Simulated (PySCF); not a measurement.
**Phosphorus: a sound run and one with changed settings**

Sound run: P [Ne] 3s2 3p3, P⁺ [Ne] 3s2 3p2. Calculation: PySCF 2.14, in 6-31G*; the non-relativistic Hamiltonian (point nucleus). In the sound run the correlated levels freeze [Ne]. The sound run starts from symmetry-adapted Hartree-Fock orbitals and uses a fine grid where one is needed.

Changed run: scalar relativity by spin-free X2C-1e. This setting is unsound on purpose.

```json
{"species": "P", "method": "UHF", "sound run (hartree)": "-340.68901", "changed run (hartree)": "-341.42138", "converged": "yes"}
{"species": "P", "method": "MN15", "sound run (hartree)": "-341.09777", "changed run (hartree)": "-341.82934", "converged": "yes"}
{"species": "P", "method": "BP86", "sound run (hartree)": "-341.26700", "changed run (hartree)": "-341.99886", "converged": "yes"}
{"species": "P", "method": "MP2", "sound run (hartree)": "-340.74501", "changed run (hartree)": "-341.47744", "converged": "yes"}
{"species": "P", "method": "CCSD(T)", "sound run (hartree)": "-340.76189", "changed run (hartree)": "-341.49431", "converged": "yes"}
{"species": "P⁺", "method": "UHF", "sound run (hartree)": "-340.32368", "changed run (hartree)": "-341.05627", "converged": "yes"}
{"species": "P⁺", "method": "MN15", "sound run (hartree)": "-340.71418", "changed run (hartree)": "-341.44606", "converged": "yes"}
{"species": "P⁺", "method": "BP86", "sound run (hartree)": "-340.88020", "changed run (hartree)": "-341.61234", "converged": "yes"}
{"species": "P⁺", "method": "MP2", "sound run (hartree)": "-340.37069", "changed run (hartree)": "-341.10331", "converged": "yes"}
{"species": "P⁺", "method": "CCSD(T)", "sound run (hartree)": "-340.39067", "changed run (hartree)": "-341.12325", "converged": "yes"}
```

Ionisation energy of P:

| method | sound run (eV) | changed run (eV) |
| --- | --- | --- |
| UHF | 9.941 | 9.935 |
| MN15 | 10.438 | 10.429 |
| BP86 | 10.525 | 10.518 |
| MP2 | 10.186 | 10.180 |
| SCS-MP2 | 10.070 | 10.065 |
| CCSD | 10.098 | 10.094 |
| CCSD(T) | 10.101 | 10.097 |

Most of the change in total energy is the relativistic energy itself. On top of that the contraction fixes the core shape for the Hamiltonian it was made with, so the changed run is not a good calculation with the other Hamiltonian either.

For comparison, NIST gives 10.487 eV between the lowest levels.
